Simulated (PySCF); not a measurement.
A GIAO shielding run with PySCF 2.14 (density fitting, non-relativistic, gas phase) on `[AlH3]`, AlH3:

```
$ OMP_NUM_THREADS=1 python probes_run.py task.json out

{"job": {"kind": "nmr", "xc": "wB97X-D", "basis": "pcSseg-2", "pop": false}, "charge": 0, "multiplicity": 1}
Al     0.051270    -0.054781     0.036380
H     -1.288872    -0.901121    -0.005899
H      0.063032     1.438232    -0.497922
H      1.377858    -0.696239     0.621807
```

Hardware: 1 thread of an Arm Neoverse N1, shared host.

**Question.** How large is the calculation?

**Answer.** 16 electrons, 85 basis functions and 257 auxiliary functions.

**Question.** How long does it take, and how much memory does it need?

**Answer.** 2.3 s of wall time, with 10 SCF cycles and 5 response iterations; peak memory 0.33 GiB. Times on a shared host scatter by some tens of per cent.

**Question.** And these other runs on the same molecule and hardware: GIAO shielding at B97-2/pcSseg-2; GIAO shielding at KT3/pcSseg-2; GIAO shielding at PBE0/pcSseg-2?

**Answer.** B97-2/pcSseg-2: 85 functions, 1.8 s; KT3/pcSseg-2: 85 functions, 2.5 s; PBE0/pcSseg-2: 85 functions, 3.2 s.
